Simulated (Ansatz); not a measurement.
Working through a rigid scan of one bond angle of C2H3NS, SMILES SC1=NC1

Program: the Python package of Ansatz (0.2.0).

The cells in order, each with its output:

**Cell 1**
```python
import ansatz as az
from ase import Atoms

atoms = Atoms(["S", "C", "N", "C", "H", "H", "H"], positions=[
    [-1.4891, -0.721, -1.0233],
    [-0.222, -0.5843, -0.0543],
    [0.5463, -1.231, 0.6609],
    [0.7758, 0.3407, 0.4664],
    [-1.6208, 0.6157, -1.3648],
    [0.4681, 0.902, 1.3631],
    [1.6029, 0.6099, -0.0936],
])
```

**Cell 2**
```python
# relax first, so that the scan starts from a minimum
first = (
    az.Crystal.molecule_from_ase(atoms).calculation()
    .basis(gaussian="6-31G*")
    .functional("pbe0")
    .relax(force_tolerance=0.02, max_steps=80)
)
atoms.positions = first.run(threads=1).report["positions_ang"]
```

**Cell 3**
```python
rows = []
for angle in [90, 100, 110, 120, 135, 150, 165, 179]:
    bent = atoms.copy()
    bent.set_angle(1, 0, 4, angle, indices=[4])
    model = az.Crystal.molecule_from_ase(bent).calculation().basis(gaussian="6-31G*").correlation("mp2")
    rows.append((angle, model.run(threads=1).report["free_energy_ev"]))
floor = min(e for _, e in rows)
for angle, e in rows:
    print(f"angle C1-S0-H4 = {angle:3d} deg   {1000 * (e - floor):9.1f} meV")
```
Output:
```text
angle C1-S0-H4 =  90 deg         0.1 meV
angle C1-S0-H4 = 100 deg         0.0 meV
angle C1-S0-H4 = 110 deg       175.3 meV
angle C1-S0-H4 = 120 deg       503.2 meV
angle C1-S0-H4 = 135 deg      1227.6 meV
angle C1-S0-H4 = 150 deg      2126.5 meV
angle C1-S0-H4 = 165 deg      2961.9 meV
angle C1-S0-H4 = 179 deg      3297.1 meV
```

What to keep in mind:
- These settings explore the input space; basis and method may be short of convergence.
- The scan is rigid, and the energies are electronic, in a modest basis. The zero is the lowest point of the grid, which needn't be the minimum.
- The start is relaxed with a density functional and scanned with the wavefunction method, so it isn't exactly that method's minimum.
- Run time: 25 s on 1 thread of Arm Neoverse V1 (shared host), peak memory 0.21 GiB.
